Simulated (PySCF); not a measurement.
# Stationary points of PO(OH)2

Computed with PySCF, PBE0, basis P def2-TZVP, O def2-TZVP, H def2-TZVP (no relativity, density fitting).

Relaxations began from a few typed shapes; open shells are unrestricted. The search is not exhaustive: other isomers or separated fragments can lie lower, and high-lying points may rest on an excited occupation.

Which is the lowest minimum found?
A. doublet C2v: O–H 0.968 Å (×2), P–O 1.469 Å, P–O 1.628 Å (×2); H–O–P 111.3° (×2), O–P–O 98.8°, O–P–O 130.6° (×2)
B. doublet Cs: O–H 0.967 Å, O–H 0.973 Å, P–O 1.462 Å, P–O 1.650 Å, P–O 1.669 Å; H–O–P 110.3°, H–O–P 110.7°, O–P–O 106.0°, O–P–O 108.6°, O–P–O 145.5°
C. doublet C1: O–H 0.964 Å (×2), P–O 1.467 Å, P–O 1.599 Å, P–O 1.616 Å; H–O–P 111.7°, H–O–P 113.3°, O–P–O 100.1°, O–P–O 114.7°, O–P–O 116.8°
D. doublet Cs: O–H 0.964 Å (×2), P–O 1.473 Å, P–O 1.603 Å (×2); H–O–P 110.9° (×2), O–P–O 97.1°, O–P–O 117.3° (×2)

D. The others lie at 4.3 (doublet C1), 154.7 (doublet Cs, a saddle point), 160.6 (doublet C2v, a saddle point) kJ/mol above it.
